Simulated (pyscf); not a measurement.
Thermochemistry of product channels of [HC–NH₂] [singlet] on the singlet surface, in kcal/mol, from ωB97M-D3(BJ)/def2-TZVP energies (ideal gas, 1 atm, RRHO with modes under 100 cm⁻¹ raised to 100, one conformer, R ln 2 for rigid chiral ones). Single points on ωB97X-D3(BJ)/def2-SVP structures (PySCF, gas phase).

```
products                                         ΔE  ΔH(298 K)  ΔG(298 K)  ΔG(1200 K)
--------------------------------------------  -----  ---------  ---------  ----------
hydrogen cyanide (HC≡N) + hydrogen (H₂)       -15.4      -22.0      -29.5  (withheld)
hydrogen isocyanide (C⁻≡NH⁺) + hydrogen (H₂)   -2.9       -9.7      -17.2  (withheld)
```

### Question
What belongs in the gaps?

### Answer

- hydrogen cyanide (HC≡N) + hydrogen (H₂), ΔG(1200 K): -55.0
- hydrogen isocyanide (C⁻≡NH⁺) + hydrogen (H₂), ΔG(1200 K): -43.6

These are energies of the channels, which say nothing of barriers. [HC–NH₂] [singlet] lies 33.6 kcal/mol over its isomer H₂C=NH, and others may lie lower still (electronic energy, ωB97M-D3(BJ)).
